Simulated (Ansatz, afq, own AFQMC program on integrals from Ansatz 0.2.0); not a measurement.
Two steps: Ansatz 0.2.0 writes the Fock matrix and Cholesky factors of the valence space, and afq projects on them the lowest state that overlaps trial and start.

```yaml
crystal:
  periodic: [false, false, false]
  atoms:
    - {symbol: N, position_ang: [0.372621, 0.000000, 0.405813]}
    - {symbol: C, position_ang: [-0.461120, 0.000000, -0.379865]}
    - {symbol: H, position_ang: [0.316669, 0.000000, -1.112816]}
basis:
  gaussian: {orbitals: cc-pVDZ}
magnetization: {spin_polarized: false}
correlation: {method: ccsd_t, electrons: outside_noble_gas, hamiltonian_folder: ham}
```

```sh
$ ansatz run in.yaml --threads 1 --pin off --events-out ev --progress --plain --max-ram 1382MiB
```

Options of the walk:

```
--method free --trial cisd --walkers 100 --time-step 0.03 --max-blocks 80 --target-error 0.00038 --factor-cut 1e-05 --seed 1041 --times 0,0.21,0.42,0.81,1.2,1.8,2.4,3 --taylor-order 8
```

Times are imaginary, in 1/Eh. The walk had a cap of 512 s.

Log:

```
orbitals 31  electrons 5 5  factors 245 of 312
reference energy -92.80511948 Eh
CCSD correlation -0.29267538 Eh in 11 cycles, weight of the determinant in the CISD state 0.8738
repeat  energy at the last time / Eh  error
    10  -93.113494  0.003205
    20  -93.113061  0.001732
    30  -93.112681  0.001287
    40  -93.111916  0.001076
    50  -93.111633  0.000943
    60  -93.111427  0.000836
    70  -93.111409  0.000781
    80  -93.111424  0.000758
time / (1/Eh)  energy / Eh  error  mean overlap
  0.00  -93.099306  0.000594  1.1485
  0.21  -93.105725  0.000465  1.1546
  0.42  -93.108802  0.000463  1.1579
  0.81  -93.111165  0.000443  1.1479
  1.20  -93.111918  0.000482  1.1474
  1.80  -93.111667  0.000563  1.1621
  2.40  -93.111721  0.000692  1.1754
  3.00  -93.111424  0.000758  1.1802
energy -93.111424 +/- 0.000758 Eh
```

The run passed its tests (error under three times the target), which doesn't prove that it has relaxed.

Against this walk (error 20.6 meV) on the same determinant: CCSD(T) 28.3 meV higher (within the noise), CCSDT(Q) 19.5 meV lower (within the noise). The error is statistical, and a free projection of finite length keeps a remainder of its start.

Cautions: remainder of the start not in the error; error above the target (20.6 against 10.3 meV); higher spins were not checked; raised T1 diagnostic (T1 0.030, weight of the determinant 0.87, largest double 0.09).

The walk took 100 s on 1 thread of Intel(R) Xeon(R) Platinum 8488C (Sapphire Rapids) (shared host). The log's last line is the free-projection energy.

CCSDT and higher add their correlation energy to the determinant of the CCSD(T) run, since their own runs factorise the integrals more tightly (a shift of under 2 meV). A walk keeps the symmetry of its determinant, which the program's search chose and which needn't be the lowest solution, so a lower state of the same spin and another symmetry isn't excluded.
